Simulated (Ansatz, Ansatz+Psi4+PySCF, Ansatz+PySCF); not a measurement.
```json
{"atom": "C", "x (Å)": "0.0067", "y (Å)": "0.5043", "z (Å)": "-0.1484"}
{"atom": "O", "x (Å)": "-1.1469", "y (Å)": "-0.2287", "z (Å)": "-0.0816"}
{"atom": "O", "x (Å)": "1.1746", "y (Å)": "-0.1731", "z (Å)": "0.0778"}
{"atom": "H", "x (Å)": "0.0253", "y (Å)": "1.5394", "z (Å)": "0.3245"}
{"atom": "H", "x (Å)": "1.0766", "y (Å)": "-1.0522", "z (Å)": "-0.3097"}
{"atom": "H", "x (Å)": "-1.3667", "y (Å)": "-0.4424", "z (Å)": "0.8398"}
```

Basis set: cc-pVTZ (spherical functions). Correlated methods keep 3 orbitals frozen. Correlation on ROHF uses semicanonical orbitals with singles. Charge 0, multiplicity 2.

Computed with Ansatz (development build ahead of 0.2.0); each method stands on the lowest determinant of its kind that the runs found.

The atomization energy at this shape (free ground-state atoms in the same class of orbitals less the molecule, no zero-point energy) of doublet CH3O2:

| method | atomization energy |
| --- | --- |
| ROHF-CCSD(T) | 21.56 eV |

Problem. What does ROHF-MP2 give?

Solution. 22.15 eV.
